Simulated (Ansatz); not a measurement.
`[AlH2][SiH2]S` + `[AlH2][SH]` → `[AlH2][S][AlH2]` + `[SiH3]S` at 700 K and 1 bar (cleavage of the Al–Si bond).

Gas-phase electronic energies from Ansatz, PBE0-D4/def2-TZVP geometries. CCSD(T)/CBS is the MP2 limit (def2-TZVPP, def2-QZVPP) plus CCSD(T) − MP2 in def2-TZVPP, frozen cores. This one scheme is used for every species. One conformer a species, not always the lowest.

| species | CCSD(T)/CBS energy (Eh) | H − E (kJ/mol) | S (J/(mol·K)) |
| --- | --- | --- | --- |
| `[AlH2][SiH2]S` | -931.87373 | 173.9 | 444.5 |
| `[AlH2][SH]` | -641.61836 | 102.7 | 330.6 |
| `[AlH2][S][AlH2]` | -884.26538 | 141.4 | 417.8 |
| `[SiH3]S` | -689.27336 | 135.5 | 340.5 |

H − E and S are ideal-gas, rigid-rotor, harmonic terms from PBE0-D4/def2-TZVP, for one conformer and one mirror image of each species. 1 Eh = 2625.50 kJ/mol, R = 8.31446 J/(mol·K).

Problem. By hand: ΔE, ΔH, ΔS and ΔG.

Solution. ΔE = (-884.26538) + (-689.27336) − (-931.87373) − (-641.61836) = -0.04665 Eh = -122.5 kJ/mol. Δ(H − E) = 141.4 + 135.5 − 173.9 − 102.7 = 0.3, so ΔH = -122.2 kJ/mol. ΔS = 417.8 + 340.5 − 444.5 − 330.6 = -16.8 J/(mol·K). ΔG = -122.2 − 700 × (-16.8)/1000 = -110.4 kJ/mol.

Problem. By hand: the equilibrium constant, and the temperature at which ΔG would vanish if ΔH and ΔS stayed fixed.

Solution. log₁₀ K = −ΔG/(RT ln 10) = 8.2. ΔG = 0 at ΔH/ΔS = 7274 K, far beyond where these terms or the molecules hold.

ΔH outweighs TΔS. A doubt of 5 kJ/mol in ΔE shifts log₁₀ K by 0.4 here. Other conformers and mirror images would add mixing entropy, several J/(mol·K) or more a flexible species. These are equilibria of isolated gas molecules and say nothing of rates. Largest T1 diagnostic: 0.012 (customary marks: 0.02 for closed shells, 0.045 for open ones).
